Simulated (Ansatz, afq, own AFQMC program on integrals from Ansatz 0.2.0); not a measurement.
# CH₅, doublet: AFQMC among the cluster methods

```xyz
6

H    -1.8804    0.0000    0.0000
H    -0.9034    0.0000    0.0000
C     0.1866    0.0000    0.0000
H     0.1866   -1.0800    0.0000
H     0.1866    0.5400    0.9353
H     0.1866    0.5400   -0.9353
```

Basis cc-pVTZ. Only valence electrons are correlated. AFQMC by an in-house program on the Cholesky factors that Ansatz 0.2.0 writes for its CCSD(T) run. ph-AFQMC/CISD is guided by a CISD state made of CCSD amplitudes; releasing the constraint for a short imaginary time cuts its bias at the price of noise, slowly where states lie close. ± is one standard error of the sampling.

Determinant: UHF, the one that the program's search chose, which needn't be the lowest solution. The geometry is a point of a scan.

No full CI on the walks' own integrals is used here; CCSDT(Q) serves as the reference and is uncertain by about the last step of the cluster series.

```
T1 diagnostic                               : 0.0119
weight of the determinant in the CISD state : 0.916
⟨S²⟩ of the determinant                     : 0.772
size of the correlated space                : 9 electrons in 99 orbitals
```

Reference: CCSDT(Q), correlation energy -6.644 eV. The released energy is read at 2.40 1/Eh (meV from the phaseless value at times in 1/Eh: -1 ± 4 at 0.24, 1 ± 3 at 0.51, 3 ± 5 at 0.99, -3 ± 5 at 1.62, 9 ± 6 at 2.40).

```json
{"level": "HF", "E − E(reference) (kJ/mol)": "641.0", "share of correlation (%)": "0.00"}
{"level": "MP2", "E − E(reference) (kJ/mol)": "81.8", "share of correlation (%)": "87.24"}
{"level": "CCSD", "E − E(reference) (kJ/mol)": "21.5", "share of correlation (%)": "96.65"}
{"level": "CCSD(T)", "E − E(reference) (kJ/mol)": "2.0", "share of correlation (%)": "99.70"}
{"level": "CCSDT", "E − E(reference) (kJ/mol)": "0.6", "share of correlation (%)": "99.90"}
{"level": "ph-AFQMC/CISD", "E − E(reference) (kJ/mol)": "-0.3 ± 0.4", "share of correlation (%)": "100.04"}
{"level": "released AFQMC", "E − E(reference) (kJ/mol)": "0.6 ± 0.5", "share of correlation (%)": "99.91"}
```

A walk keeps the symmetry of its determinant, which the program's search chose and which needn't be the lowest solution, so a lower state of the same spin and another symmetry isn't excluded. Released energies are given only where the last usable release times agree within the noise; a slower fall can still hide under it.
